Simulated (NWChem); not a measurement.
Species: pyrrole (C4H5N); SMILES c1cc[nH]c1

```xyz
10

C      0.7079    -0.9860     0.0000
C     -0.7136    -0.9820     0.0000
C     -1.1183     0.3363     0.0000
N      0.0032     1.1161     0.0000
C      1.1201     0.3299     0.0000
H      1.3599    -1.8575     0.0000
H     -1.3706    -1.8497     0.0000
H     -2.1134     0.7757     0.0000
H      0.0061     2.1258     0.0000
H      2.1177     0.7636     0.0000
```
Atoms are numbered in this order, from 1.

The geometry was optimised at PBE0/def2-SVP.

 Unshifted, non-relativistic core excitations; the lowest 4 roots alone, so stronger bands may lie above.

Task: List the first N K-edge excitations from PBE/6-311G** (spherical d), restricted-window TDA (NWChem).

Result: 
| state | energy (eV) | dipole oscillator strength | leading excitation (squared amplitude) |
|---|---|---|---|
| S1 | 382.1 | 0.0220 | 1s of atom 4 or its equivalents → LUMO (1.00) |
| S2 | 382.2 | 0.0066 | 1s of atom 4 or its equivalents → LUMO+1 (0.98) |
| S3 | 382.9 | 0.0000 | 1s of atom 4 or its equivalents → LUMO+2 (1.00) |
| S4 | 383.5 | 0.0045 | 1s of atom 4 or its equivalents → LUMO+3 (0.95) |
